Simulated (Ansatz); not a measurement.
```yaml
crystal:
  periodic: [false, false, false]
  atoms:
    - {symbol: O, position_ang: [-1.121606, -0.684648, 0.536716]}
    - {symbol: S, position_ang: [-0.000001, 0.000013, 0.000012]}
    - {symbol: O, position_ang: [1.308979, -0.327699, 0.440445]}
    - {symbol: O, position_ang: [-0.187372, 1.012333, -0.977182]}
basis:
  gaussian: {orbitals: def2-mTZVP}
magnetization: {spin_polarized: true, initial_magnetization: 1}
hamiltonian: {xc: {name: wB97X-V}}
output: {forces: true}
```

```sh
$ ansatz run in.yaml --threads 4 --pin off --events-out ev --progress --plain --max-ram 10444MiB
```

Output, abridged:

```
Error: a molecule whose nuclei and cores have a total charge of 40 cannot have a net charge of 0 together with 1 unpaired electrons
```

(1) Something in this input is off. What?

Results:

(1) The number of unpaired electrons doesn't fit the electron count. The program refused the input.
